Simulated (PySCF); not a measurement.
One formula, C6H6, several structures.

PySCF, wB97X-D/def2-SVPD, density fitting, gas phase; each molecule at its own PBE0-D3(BJ)/def2-SVP geometry, one conformer. Singlet excitations by full TDDFT with frozen cores, triplets by Tamm–Dancoff TDDFT and ionisation energies by ΔSCF, from the lowest of the holes tried. 

Reference: `C#CC#CCC`, with HOMO energy -8.89 eV, LUMO energy 1.17 eV, lowest singlet excitation 4.70 eV, lowest triplet excitation 3.86 eV, mean polarisability 78.0 au, dipole moment 1.34 D and vertical ionisation energy 9.19 eV.

Changes against it:

```
    molecule  Δ electronic energy (kcal/mol)  Δ HOMO energy (eV)  Δ LUMO energy (eV)  Δ lowest singlet excitation (eV)  Δ lowest triplet excitation (eV)  Δ mean polarisability (au)  Δ dipole moment (D)  Δ vertical ionisation energy (eV)
    CC#CC#CC                            -7.8               +0.42               +0.39                             -0.01                              0.00                        +3.6                -1.34                              -0.46
C1=CC2C=CC12                            -6.7               -0.04               +0.27                             +1.06                             +0.22                       -15.8                -1.29                              +0.02
```

Rows whose labels were lost:

```tsv
row	Δ electronic energy (kcal/mol)	Δ HOMO energy (eV)	Δ LUMO energy (eV)	Δ lowest singlet excitation (eV)	Δ lowest triplet excitation (eV)	Δ mean polarisability (au)	Δ dipole moment (D)	Δ vertical ionisation energy (eV)
P	-48.2	+0.66	-1.42	-1.21	-1.51	-6.0	-0.70	-0.84
Q	-18.8	+0.39	-0.45	+0.37	-0.75	-2.7	-0.64	-0.51
```

**Question.** Which row belongs to which of `C=C1C=CC=C1` and `C=C1C=CC1=C`?

**Answer.** P = `C=C1C=CC=C1` and Q = `C=C1C=CC1=C`. P and Q are told apart most clearly by the electronic energy (-48.2 against -18.8 kcal/mol).

**Question.** Which row has the smallest HOMO–LUMO gap and which the largest, and does the HOMO or the LUMO shift more there?

**Answer.** Smallest, counted from the reference: P, -2.08 eV (HOMO +0.66, LUMO -1.42), the larger shift being that of the LUMO. Largest: `C1=CC2C=CC12`, +0.31 eV (HOMO -0.04, LUMO +0.27), the larger shift being that of the LUMO.

The pairwise dispersion term of wB97X-D wasn't added to the energies; at a given geometry it leaves orbitals and properties as they are.
